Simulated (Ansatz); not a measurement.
A made-up structure of MgBH3O, singlet:

```
atom    x (Å)    y (Å)    z (Å)
  O1   0.0537  -0.2359  -0.5535
  B2  -1.2781  -0.2475  -0.8409
 Mg3   0.7054   0.5708   1.5034
  H4  -1.5202  -0.6633  -1.8854
  H5   0.6386  -0.5744  -1.2493
  H6   1.2128   1.1686   3.0327
```

It is relaxed with PBE-D4/def2-SVP and then PBE0-D4/def2-TZVP (Ansatz 0.2.0). Atoms count as bonded within 1.22 times the sum of their covalent radii (H–H: 0.88 Å). The end point is not checked to be a true minimum.

Q: Does its bonding change? (A judgement: the text doesn't fix the answer.)

A: The calculation gives: Yes. Formed: B2–Mg3; broken: O1–Mg3.

Where it ends: The first stage lowers the energy by 2.44 eV in 14 steps. It ends as MgBH₃O ([OH][BH][MgH]):
```
6
angstrom
O 0.6518 -0.5800 -1.2612
B -0.3746 -0.1648 -0.4672
Mg 0.1452 0.6645 1.6182
H -1.4886 -0.2729 -0.9424
H 0.3656 -0.9148 -2.1180
H 0.5130 1.2863 3.1776
```

Labels in which every atom is bracketed show which atoms are joined, not bond orders.

For scale, one of the runs: PBE0-D4/def2-TZVP relaxation, 112 basis functions, launched by `ansatz run in.yaml --threads 2 --pin off --events-out ev --progress --plain --max-ram 4352MiB`. Hardware: 2 CPU threads of an Arm Neoverse V2, shared host. Wall time about 11 s.
